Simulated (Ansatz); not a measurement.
For Cu2ZnSnS4 (I-4, No. 82), LDA in Ansatz (plane waves, PAW) gives:

| Quantity | Result |
|---|---|
| equilibrium lattice constant a | 5.318 Å |
| c axis length | 10.638 Å |
| bulk modulus | 88.4 GPa |
| cohesive energy | 4.31 eV/atom |
| band gap | 0.14 eV |

### Question
What does r²SCAN (Ansatz, a program for electronic structure, PAW) give for the same quantities?

### Answer

- lattice constant a: 5.414 Å (rises by 1.8 %)
- lattice parameter c: 10.825 Å (goes up by 1.8 %)
- bulk modulus: 77.2 GPa (shrinks by 13 %)
- cohesive energy: 3.62 eV/atom (decreases by 0.69 eV/atom)
- band gap: 0.47 eV (goes up by 0.33 eV)

For comparison: band gap 1.49 eV (measured, temperature not stated, not corrected to a static lattice, direct; as tabulated in Wikipedia's data pages).

Changes are worked out from the printed values.

Unless a cell is named, each level is at its own relaxed cell (LDA 18.80, r²SCAN 19.83 Å³/atom).

Levels without +SOC leave out spin–orbit coupling, which shifts energies and cells of such heavy elements.

Levels without +SOC have no spin–orbit coupling; where heavier elements are present it shifts gaps, mostly down, and can invert bands. Density-functional gaps are differences of (generalised) Kohn–Sham levels.

Caveats: the bulk modulus is −V dP/dV from two relaxed cells at ±2 % in volume (LDA, r²SCAN). Ansatz's density-functional and Hartree–Fock values are scalar-relativistic unless marked +SOC, with PAW data made under PBE.
